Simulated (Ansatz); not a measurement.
```yaml
crystal:
  periodic: [false, false, false]
  atoms:
    - {symbol: F, position_ang: [-1.148676, -0.266350, -0.002777]}
    - {symbol: O, position_ang: [0.204386, 0.516170, 0.004446]}
    - {symbol: O, position_ang: [1.159603, -0.199893, -0.001149]}
basis:
  gaussian: {orbitals: def2-TZVP}
magnetization: {spin_polarized: true, initial_magnetization: 1}
hamiltonian: {xc: pbe0}
relax: {f_tol: 0.004, max_steps: 80}
```

```sh
$ ansatz run in.yaml --threads 1 --pin off --events-out ev --progress --plain --max-ram 2176MiB
```

Steps of the relaxation (energy above the last step; positions in Å, forces in eV/Å):

```
3
step 1, 11.5 meV
F    -1.149   -0.266   -0.003    0.130   -0.166   -0.001
O     0.204    0.516    0.004    0.736   -0.142   -0.001
O     1.160   -0.200   -0.001   -0.867    0.308    0.002
```

```
3
step 2, 1.0 meV
F    -1.136   -0.271   -0.003   -0.013   -0.044    0.000
O     0.209    0.526    0.005    0.270   -0.104   -0.001
O     1.143   -0.205   -0.001   -0.257    0.148    0.001
```

```
3
step 3, 0.2 meV
F    -1.135   -0.273   -0.003   -0.052   -0.028    0.000
O     0.211    0.527    0.005    0.053    0.023    0.000
O     1.139   -0.205   -0.001   -0.001    0.005    0.000
```

```
3
step 4, 0.1 meV
F    -1.137   -0.274   -0.003   -0.027   -0.008    0.000
O     0.213    0.528    0.005    0.023    0.000    0.000
O     1.140   -0.205   -0.001    0.004    0.008    0.000
```

```
3
step 5, 0.0 meV
F    -1.139   -0.274   -0.003   -0.003    0.000    0.000
O     0.214    0.528    0.005    0.000    0.000    0.000
O     1.141   -0.204   -0.001    0.002    0.000    0.000
```

Close pairs at the end: O2–O3 1.181 Å, F1–O2 1.573 Å.

A stationary point of unrestricted PBE0 after 5 steps, with ⟨S²⟩ = 0.791 against 0.75 for a pure state; no frequencies were run, so it isn't proven a minimum. 19 s on 1 thread of Arm Neoverse V1, shared host.
